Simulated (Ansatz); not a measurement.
Basis-set extrapolation for `[Mg][Cl]` radical (PBE0-D4/def2-TZVP geometry, frozen core, Ansatz 0.2.0). Multiplicity 2, UHF reference. For Mg the program correlates outer-core shells too, which these sets cover unevenly, so the extrapolated numbers aren't a true limit.

```csv
,def2-TZVPP,def2-QZVPP
HF,-659.188772,-659.210634
MP2 correlation,-0.366716,-0.423919
CCSD(T) correlation,-0.399029,-0.460528
```

Energies in hartree. Use E(X) = E(∞) + A·exp(−7.88·√X) for Hartree–Fock and E(X) = E(∞) + B·X^(−2.97) for correlation, with X = 3 and 4.

Q: What is the CCSD(T) energy at the basis-set limit?

A: HF limit: -659.210634 + (-0.021862) × 0.13774 = -659.21365. Correlation limit: -0.460528 + (-0.061499) × 0.74074 = -0.50608. Total: -659.71973 hartree, 346.4 kJ/mol below CCSD(T)/def2-TZVPP.
